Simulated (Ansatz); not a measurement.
A geometry relaxed with B3LYP-D3(BJ)/def2-TZVP (Ansatz, an electronic-structure program), charge 0, multiplicity 1:

```xyz
5

Si     0.0000     0.0000     0.0000
Cl     0.1293    -1.4873     1.3792
Cl    -0.3488     1.7677     0.9406
Cl    -1.5251    -0.3970    -1.2835
Cl     1.7446     0.1166    -1.0362
```

Question: Write the SMILES of this molecule.

Answer: `Cl[Si](Cl)(Cl)Cl`
